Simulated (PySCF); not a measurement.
Gas-phase reaction: (CH3)3SiH + 2 SiCl → CH2Cl2 + C2H2 (acetylene) + c-Si3H6, at 1200 K and a standard pressure of 1 bar. Level: ωB97X-V/def2-TZVP†.

Method: PySCF energies plus ideal-gas RRHO corrections (1 bar). † marks an energy on the PBE0/def2-TZVP geometry and frequencies. Open shells (unrestricted): SiCl (multiplicity 2, electronic degeneracy 4); the rest are closed-shell singlets. Spin-orbit splitting is ignored; it lowers the true energy and changes the entropy of SiCl. c-Si3H6: computed as isolated molecules; such fragments, hydroxides, amides, oligomers or adducts are transient or little studied in the gas. The harmonic model lacks anharmonicity and excited electronic states, which grow with temperature; levels with a mode under 35 cm⁻¹ are left out. Internal rotation in (CH3)3SiH is treated as a harmonic vibration of one conformer, which makes the entropy rough.

```tsv
species	E (Ha)	H(1200 K) − E (kJ/mol)	S°(1200 K) (J/mol/K)
(CH3)3SiH	-409.83614	517.6	592.8
SiCl	-749.56198	45.2	289.0
CH2Cl2	-959.59765	157.7	369.2
C2H2 (acetylene)	-77.33176	134.8	279.4
c-Si3H6	-871.92384	287.7	511.1
```
E: electronic energy; H − E holds the zero-point and thermal terms. 1 Ha = 2625.5 kJ/mol.

**Question.** Work out ΔH°, ΔS°, ΔG° and log10 K from these numbers.

**Answer.** 1. ΔE = 1×(-959.59765) + 1×(-77.33176) + 1×(-871.92384) − 1×(-409.83614) − 2×(-749.56198) = 0.10685 Ha = 280.5 kJ.
2. Δ(H − E) = 1×(157.7) + 1×(134.8) + 1×(287.7) − 1×(517.6) − 2×(45.2) = -27.8 kJ, so ΔH° = 252.7 kJ.
3. ΔS° = 1×(369.2) + 1×(279.4) + 1×(511.1) − 1×(592.8) − 2×(289.0) = -11.1 J/K; the number of gas molecules stays the same.
4. ΔG° = ΔH° − TΔS° = 252.7 − 1200×(-11.1)/1000 = 266.0 kJ.
5. log10 K = −ΔG°/(RT ln 10) = -11.58, with RT ln 10 = 22.97 kJ/mol; at standard pressures the reactants are favoured.
6. A shift of 10 kJ in ΔE would move log10 K by 0.44 here.
For scale, ΔH°(298 K) is 241 kJ at this level, 270 kJ at ωB97M-V/def2-TZVP†, and runs from 209 to 360 kJ over the 18 levels computed.
